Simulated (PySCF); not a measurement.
Gas-phase reaction: 2 PH₂ + 3 O ⇌ HPO₃ + PH₃

Method: PySCF energies plus ideal-gas RRHO corrections (1 bar). † marks an energy on the PBE0/def2-TZVP geometry and frequencies. MP2 and CCSD(T) freeze the core. Open shells (unrestricted): PH₂ (multiplicity 2), O (multiplicity 3); the rest are closed-shell singlets. Spin-orbit splitting is ignored; it lowers the true energy and changes the entropy of O. PH₂, HPO₃: computed as isolated molecules; such fragments, hydroxides, amides, oligomers or adducts are transient or little studied in the gas. MP2 isn't extrapolated to the basis-set limit. CCSD(T) isn't extrapolated to the basis-set limit.

```json
[
 {"level": "CCSD(T)/def2-SVP†", "ΔH°(298 K), kJ": "-1424"},
 {"level": "CCSD(T)/def2-TZVPP†", "ΔH°(298 K), kJ": "-1623"},
 {"level": "MP2/def2-TZVPP†", "ΔH°(298 K), kJ": "(withheld)"},
 {"level": "r2SCAN/def2-TZVP†", "ΔH°(298 K), kJ": "-1690"},
 {"level": "ωB97X-V/def2-TZVP†", "ΔH°(298 K), kJ": "(withheld)"}
]
```

Fill in the missing entries.


- MP2/def2-TZVPP†, ΔH°(298 K), kJ: -1770
- ωB97X-V/def2-TZVP†, ΔH°(298 K), kJ: -1687
